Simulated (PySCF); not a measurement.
**Orbital picture of CN⁺**

BLYP at R = 1.228 Å; PySCF, no relativity, basis sets C def2-TZVPPD, N def2-TZVPPD. State: ³Π (triplet), unpaired electrons σ ↑, π ↑. Only the outer orbitals are listed, counted within each symmetry.

| spin | orbital | occ. | ε (eV) | on C (%) | main shells (%) |
| --- | --- | --- | --- | --- | --- |
| α | 3σ | 1 | -35.25 | 38 | 50 N s, 25 C s, 12 C p |
| α | 4σ | 1 | -22.68 | 53 | 47 C s, 30 N s, 17 N p |
| α | 1π | 1 | -21.03 | 38 | 60 N p, 37 C p |
| α | 5σ | 1 | -19.94 | 53 | 37 C p, 33 N p, 16 C s |
| α | 1π | 1 | -19.89 | 41 | 57 N p, 40 C p |
| α | 2π | 0 | -13.06 | 62 | 60 C p, 37 N p |
| α | 2π | 0 | -12.15 | 59 | 57 C p, 39 N p |
| α | 6σ | 0 | -5.11 | 38 | 62 N s, 31 C s |
| β | 3σ | 1 | -33.78 | 38 | 50 N s, 24 C s, 13 C p |
| β | 4σ | 1 | -20.81 | 31 | 40 N s, 33 C s, 29 N p |
| β | 1π | 1 | -19.32 | 39 | 60 N p, 37 C p |
| β | 1π | 0 | -18.68 | 40 | 59 N p, 38 C p |
| β | 5σ | 0 | -17.42 | 74 | 40 C p, 33 C s, 20 N p |
| β | 2π | 0 | -11.26 | 62 | 60 C p, 37 N p |

Task: Which are the highest filled and the lowest empty level, where do they sit, and how wide is the gap?

Result: Highest filled β 1π at -19.32 eV (in %: 60 N p, 37 C p); lowest empty β 1π at -18.68 eV (in %: 59 N p, 38 C p); the gap at BLYP is 0.64 eV. Both belong to one degenerate shell, split only by its one-sided filling, so this is no excitation gap.

| Quantity | Value |
| --- | --- |
| bond order (Mayer) | 2.45 |
| ⟨S²⟩ | 2.003 |
| charge on C (Mulliken, basis-dependent) | 0.69 |
| charge on C (Löwdin, basis-dependent) | 0.54 |
| dipole moment (positive dipole points towards N; it is taken about the centre of mass and depends on that origin) | -1.60 D |

The state is the lowest determinant that a PBE0 search found; another state may lie lower at other levels.
